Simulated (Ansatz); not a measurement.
Basis sets compared for diborane mono Me (CH₈B₂). Total charge 0; singlet. Geometry r2SCAN-D4/def2-TZVP. Ansatz on 4 threads of Arm Neoverse V1 on a shared host; times are rough, and most runs start from earlier orbitals.

Cartesian coordinates in Å:
```
B -0.5315 -0.2208 -0.0682
C 0.4998 -1.2967 0.4264
H -1.6778 -0.4964 -0.2643
H -0.5222 0.8767 0.6994
B -0.0707 1.4623 -0.3678
H -0.8922 2.2378 -0.7427
H 1.0643 1.7784 -0.1840
H -0.0978 0.4302 -1.1551
H 0.5514 -2.1271 -0.2852
H 0.1659 -1.7358 1.3720
H 1.5107 -0.9086 0.5695
```

Binding counts from free atoms (B doublet, C triplet, H doublet) in the same basis, without a counterpoise term.

```
           level  functions  energy (Eh)  HOMO (eV)  LUMO (eV)  binding per atom (eV)  wall time
 PBE-D4/def2-SVP         82     -92.3724      -7.52      -1.52                   3.63     0.45 s
PBE0-D4/def2-SVP         82     -92.4081      -8.97      -0.52                   3.63      0.5 s
```

Estimate the rows for PBE-D4/def2-TZVP, PBE0-D4/def2-TZVP.


```tsv
level	functions	energy (Eh)	HOMO (eV)	LUMO (eV)	binding per atom (eV)	wall time
PBE-D4/def2-TZVP	141	-92.4774	-7.63	-1.60	3.62	1.6 s
PBE0-D4/def2-TZVP	141	-92.5079	-9.03	-0.60	3.61	0.95 s
```
